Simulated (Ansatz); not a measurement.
BH2(SiH3) (SiBH5), relaxed as a singlet with RKS B3LYP-D4/def2-TZVP in Ansatz, starting from the GFN2-xTB geometry. Force threshold 0.02 eV/Å.

Start:

```xyz
7

B     0.906    0.155    0.766
H     1.489   -0.752    1.222
H     1.280    1.222    1.069
Si   -0.589   -0.099   -0.469
H    -1.604    0.966   -0.446
H    -1.357   -1.340   -0.275
H    -0.127   -0.153   -1.867
```

Question: Estimate the energy that the relaxation releases and the steps that it takes.

Answer: 0.07 eV, in 5 steps; 3 s on 4 threads of Arm Neoverse V2 on a shared host. No frequencies were taken in this run, so the end may be a saddle point.

Question: Does the start keep its bonding and symmetry?

Answer: By distances, no bond broke or formed. The bond that changes most is B1–Si4, from 1.96 to 2.01 Å (atoms count from 1). Point group Cs at the start, Cs at the end, both within 0.05 Å.

Question: Predict the relaxed structure.

Answer: 
```xyz
7

B     0.9057    0.1551    0.7701
H     1.5085   -0.7730    1.2109
H     1.2944    1.2448    1.0543
Si   -0.6478   -0.1059   -0.4792
H    -1.6297    1.0063   -0.4427
H    -1.3725   -1.3831   -0.2650
H    -0.0585   -0.1442   -1.8485
```
Bond lengths: 1 × B–Si 2.01 Å; 3 × H–Si 1.48 to 1.49 Å; 2 × B–H 1.19 Å.
